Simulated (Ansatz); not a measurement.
Mulliken charges of H$_{4}$NOSi, SMILES `N[SiH2][O]` radical from PBE/def2-TZVPP in Ansatz (PBE0-D4/def2-TZVP geometry).

```
atom   x (Å)   y (Å)   z (Å)  charge (e)
  N1  -0.905   0.161  -0.547      -0.379
 Si2   0.579  -0.013   0.262       0.468
  O3   0.851  -1.312   1.256      -0.303
  H4  -1.062  -0.265  -1.445       0.158
  H5  -1.768   0.325  -0.056       0.157
  H6   0.731   1.077   1.267      -0.042
  H7   1.635  -0.040  -0.782      -0.059
```

Task: By hand: the dipole of these point charges (1 e Å = 4.8032 D).

Result: Σ q r = (-0.216, 0.297, -0.295) e Å, of length 0.471 e Å = 2.26 D.

Task: How does the dipole of the full density compare? (Estimate.)

Result: The calculation gave: (-0.324, 0.244, -0.342) e Å, 2.55 D; the point charges give 0.89 times that, at 13° from its direction.

Point charges leave out the atoms' own dipoles, such as those of lone pairs, and Mulliken's split depends on the basis, so the close match here is no proof of good charges.
